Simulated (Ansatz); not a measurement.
**C3H6F2O: up Jacob's ladder to CCSD(T)**

How much do the methods differ for C3H6F2O? The plan is to run it at one geometry with functionals of several rungs and with coupled cluster, and see how far each lands from CCSD(T) at the basis-set limit for the atomisation energy.

The runs use Ansatz 0.2.0, Gaussian basis; functionals in def2-TZVPP, the program's frozen cores in correlated methods.

Levels to be run: PBE-D4, r2SCAN-D4, PBE0-D4, B3LYP-D4, ωB97X-V, ωB97M-V, B2PLYP; CCSD(T)/def2-TZVPP; MP2/def2-QZVPP; extrapolation to the limit.

## Step 1: The relaxed structure

An earlier PBE0-D4 in a triple-zeta def2 set relaxation fixed the geometry.

SMILES `CC(F)OCF`, 12 atoms, charge 0, spin multiplicity 1.

Atoms are counted from 1 here; the program's logs count them from 0.

Bond lengths: C1–C2 1.497 Å, C1–H7 1.090 Å, C1–H8 1.091 Å, C1–H9 1.090 Å, C2–F3 1.385 Å, C2–O4 1.390 Å, C2–H10 1.096 Å, O4–C5 1.378 Å, C5–F6 1.377 Å, C5–H11 1.094 Å, C5–H12 1.090 Å. Angles: C2–C1–H7 109.9°, C2–C1–H8 109.5°, C2–C1–H9 109.8°, H7–C1–H8 109.4°, H7–C1–H9 109.2°, H8–C1–H9 109.1°, C1–C2–F3 109.6°, C1–C2–O4 108.9°, C1–C2–H10 113.0°, F3–C2–O4 108.7°, F3–C2–H10 106.0°, O4–C2–H10 110.6°, C2–O4–C5 114.9°, O4–C5–F6 110.5°, O4–C5–H11 112.0°, O4–C5–H12 107.1°, F6–C5–H11 107.3°, F6–C5–H12 108.1° and more.

## Step 2: PBE-D4 (GGA)

File in.yaml:

```yaml
crystal:
  periodic: [false, false, false]
  atoms:
    - {symbol: C, position_ang: [-1.648610, -0.722941, 0.053752]}
    - {symbol: C, position_ang: [-0.203935, -0.422150, 0.307768]}
    - {symbol: F, position_ang: [0.010978, -0.294285, 1.670135]}
    - {symbol: O, position_ang: [0.120388, 0.779788, -0.309596]}
    - {symbol: C, position_ang: [1.468245, 1.062622, -0.357359]}
    - {symbol: F, position_ang: [2.087751, 0.292911, -1.316842]}
    - {symbol: H, position_ang: [-1.936542, -1.631205, 0.582938]}
    - {symbol: H, position_ang: [-2.260435, 0.109368, 0.404401]}
    - {symbol: H, position_ang: [-1.814724, -0.862395, -1.014827]}
    - {symbol: H, position_ang: [0.465517, -1.221115, -0.029504]}
    - {symbol: H, position_ang: [1.963913, 0.855066, 0.595552]}
    - {symbol: H, position_ang: [1.565554, 2.109133, -0.646820]}
basis:
  gaussian: {orbitals: def2-TZVPP}
hamiltonian: {xc: pbe, dispersion: d4}
output: {forces: true, orbitals: {seedname: orbitals}}
```

Further steps of the session: r2SCAN-D4 (meta-GGA); PBE0-D4 (hybrid); B3LYP-D4 (hybrid); ωB97X-V (range-separated); ωB97M-V (range-separated); B2PLYP (double hybrid); CCSD(T) in def2-TZVPP; MP2 in def2-QZVPP.

Before running them: what should the planned runs give, taken together? Wanted: atomisation energy, CCSD(T)/CBS; farthest; mean size of error, hybrid; mean size of error, range-separated; gap, smallest and largest; T1 diagnostic; triples share of the correlation energy.

The runs gave:

| quantity | value |
| --- | --- |
| atomisation energy, CCSD(T)/CBS | 48.994 eV |
| functionals within 0.245 eV (0.5 %) | r2SCAN-D4, PBE0-D4, B3LYP-D4, ωB97X-V, ωB97M-V |
| farthest | PBE-D4 (+1.429 eV) |
| mean size of error, hybrid | 0.151 eV |
| mean size of error, range-separated | 0.138 eV |
| gap, smallest and largest | 8.23 eV (PBE-D4), 15.23 eV (ωB97X-V) |
| T1 diagnostic | 0.0115 |
| triples share of the correlation energy | 3.4 % |

What this shows: PBE-D4 is off by +1.429 eV. Double hybrids carry the basis error of their MP2 part in triple zeta, and no dispersion term here, so their miss is partly the set-up's. Misses under about 0.245 eV are within the doubt on the reference itself, which lacks core-valence correlation, relativity and higher excitations. Hartree-Fock recovers 72 % of the binding; the rest is correlation. The gap grows from 8.2 to 15.2 eV across the functionals, mostly with the share of exact exchange.
